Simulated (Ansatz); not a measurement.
Consider Ir in the fcc (Cu type) structure (space group Fm-3m, No. 225; a = 3.871 Å).

Calculations: Ansatz (an electronic-structure program), PBE, PAW, cutoff 420 eV, without spin-orbit coupling, earlier PAW set.

Now apply this change: every Ir is replaced by Au, then cell and atoms are relaxed.

Measured lattice parameter a: Ir 3.831 Å (static lattice; corrected from measurement; as listed in Daniel Mejia-Rodriguez, S. B. Trickey, Phys. Rev. B (2018)); Au 4.062 Å (static lattice; corrected from measurement; as listed in Daniel Mejia-Rodriguez, S. B. Trickey, Phys. Rev. B (2018)).

Problem. How well does PBE reproduce the measured shift?

Solution. With PBE the lattice parameter a moves by +0.287 Å (3.871 → 4.157) against +0.231 Å measured.

Stability against distortions was not tested. All final runs are without spin polarisation.
